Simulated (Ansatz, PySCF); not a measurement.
Barrier height from CH4FO, charge -1 to the transition structure CH4FO, without zero-point energy, on the benchmark's geometries as Psi4's copy of the set gives them.
Transition structure (charge -1, multiplicity 1, Z-matrix in Å and degrees):
```
C
H 1 1.0701
H 1 1.0702 2 120.50
H 1 1.0702 2 119.41 3 170.28
F 1 1.7599 2 92.49 4 95.38
O 1 1.9858 2 88.45 4 -82.97
H 6 0.9604 1 104.34 2 -60.90
```

Open shells are unrestricted; no spin–orbit coupling.

Rows in 6-31G* carry no dispersion term and start afresh at each structure (6-31G* with six Cartesian d functions).

Codes used: Ansatz (a quantum-chemistry and plane-wave program) with Gaussian orbitals; PySCF for 6-31G* rows, M06-2X, the dispersion terms. Values without a source in brackets are computed.

Question: One of these levels gives 185.6 kJ/mol for the barrier height. Name it.
A. HF/6-31G*
B. M06-2X/def2-TZVPPD
C. r2SCAN-D4/def2-TZVPPD

Answer: C, r2SCAN-D4/def2-TZVPPD. The others give 234.8 (HF/6-31G*), 211.9 (M06-2X/def2-TZVPPD)
